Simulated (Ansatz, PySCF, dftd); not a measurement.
System: CHF$_{2}$, charge 0, doublet. CHF2 (SMILES F[CH]F, doublet).
B3LYP-D3(BJ)/def2-TZVP minimum from Ansatz (a program for electronic structure):
```
C
F 1 1.3294
F 1 1.3294 2 111.26
H 1 1.0891 2 114.16 3 -130.99
```
Charge 0, spin multiplicity 2.

Quantity: enthalpy of formation at 298 K (by atomisation, with ideal-gas terms from PySCF's Hessian at B3LYP-D3(BJ)/def2-TZVP and the atoms' measured values of the G2/97 table; no spin-orbit terms), in kJ/mol. Radicals and triplets start from unrestricted determinants; spin-orbit coupling is neglected. Cores are frozen in correlated methods. Rows without X2C or -DK are non-relativistic. CBS(X,Y): correlation extrapolated as X^-3, Hartree-Fock from the larger set (Q,5: extrapolated as (X+1)exp(-9√X)). A bracket is a step between two methods taken in the basis named. The functionals are non-relativistic, so their misses hold any scalar relativity. Double hybrids freeze cores in their MP2 part. '+ core + X2C': CCSD(T) terms for core correlation (cc-pwCVTZ) and scalar relativity (cc-pVTZ-DK). For partners of very few electrons the exact lower level stands in for a higher one.

```json
[
 {"level": "HF/cc-pVTZ", "program": "Ansatz", "enthalpy of formation at 298 K (kJ/mol)": "189.1", "difference against the last row": "438.9"},
 {"level": "HF/CBS(cc-pVQZ,cc-pV5Z)", "program": "Ansatz", "enthalpy of formation at 298 K (kJ/mol)": "184.3", "difference against the last row": "434.1"},
 {"level": "B3LYP-D4/def2-TZVPD", "program": "Ansatz + dftd4", "enthalpy of formation at 298 K (kJ/mol)": "-250.9", "difference against the last row": "-1.1"},
 {"level": "CAM-B3LYP/def2-TZVPD", "program": "Ansatz", "enthalpy of formation at 298 K (kJ/mol)": "-266.2", "difference against the last row": "-16.4"},
 {"level": "B2PLYP/def2-TZVPD", "program": "Ansatz", "enthalpy of formation at 298 K (kJ/mol)": "-238.7", "difference against the last row": "11.1"},
 {"level": "MP2/cc-pVDZ", "program": "Ansatz", "enthalpy of formation at 298 K (kJ/mol)": "-161.9", "difference against the last row": "87.9"},
 {"level": "CCSD/cc-pVDZ", "program": "Ansatz", "enthalpy of formation at 298 K (kJ/mol)": "-90.9", "difference against the last row": "158.9"},
 {"level": "CCSDT(Q)/cc-pVDZ", "program": "Ansatz", "enthalpy of formation at 298 K (kJ/mol)": "-111.7", "difference against the last row": "138.1"},
 {"level": "CCSD(T)/CBS(cc-pVQZ,cc-pV5Z) + [CCSDT(Q) - CCSD(T)]/cc-pVDZ + core + X2C", "program": "Ansatz", "enthalpy of formation at 298 K (kJ/mol)": "-249.8", "difference against the last row": "0.0"}
]
```
